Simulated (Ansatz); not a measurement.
# Lattice constant a of some fcc solids

Method: LDA (PAW; Ansatz, a program for electronic structure). References are measured values corrected to a static lattice. The table is a random draw of 8 from 12 solids with such references.

Values in Å.

```
solid   reference    LDA  error (%)
------  ---------  -----  ---------
fcc Sr     6.045¶  5.793      -4.17
fcc Pt      3.913  3.894      -0.49
fcc Rh      3.794  3.754      -1.05
fcc Pb     4.902¶  4.880      -0.45
fcc Au      4.062  4.047      -0.37
fcc Ag      4.062      ?          ?
fcc Cu     3.595¶  3.518      -2.14
fcc Ir      3.831  3.811      -0.52
```

Estimate the withheld LDA value.

The errors of the other rows run from -4.17 % to -0.37 %, with a median of -0.52 %; carried to the reference 4.062 it gives 4.041 Å. The run gives 4.001 Å (-1.50 %), -0.99 % from the estimate; the row was drawn at random, and such an estimate is rough. Over these 8 solids the mean error is -1.34 %, the mean absolute error 1.34 % (median 0.79 %), and the worst case fcc Sr at -4.17 %; the value is too low in 8 of 8 cases. Over all 12, from unrounded values, the mean error is -1.57 % and the mean absolute error 1.57 % (median 1.00 %).

All these references are brought to a static lattice.

Spin–orbit coupling is left out, also for the solids with elements from indium on (fcc Pt, fcc Pb, fcc Au, fcc Ir); its size isn't shown.

¶ marks references of a special kind: fcc Sr, 6.045 Å (measured, low-temperature or extrapolated to 0 K; zero-point anharmonic expansion removed; as tabulated in Csonka et al. (2009), arXiv:0903.4037); fcc Pb, 4.902 Å (measured, low-temperature or extrapolated to 0 K; zero-point anharmonic expansion removed, our sources range from 4.902 to 4.912; as tabulated in Csonka et al. (2009), arXiv:0903.4037); fcc Cu, 3.595 Å (measured, low-temperature or extrapolated to 0 K; zero-point anharmonic expansion removed; as tabulated in Csonka et al. (2009), arXiv:0903.4037).

Differences are worked out from the printed values.

Ansatz's density-functional and Hartree–Fock values are scalar-relativistic unless marked +SOC, with PAW data made under PBE.

Ansatz's runs of these crystals have no spin polarisation.

Of the class's solids with a reference value and a result at some level, none was set aside. At least 1 more with a reference value is held back for tests. Solids without a released value at any level aren't counted. Layered and molecular crystals are counted apart. The metals Ce to Yb are counted apart.

References as tabulated in Mejia-Rodriguez and Trickey (2018), arXiv:1807.09216; Csonka et al. (2009), arXiv:0903.4037.
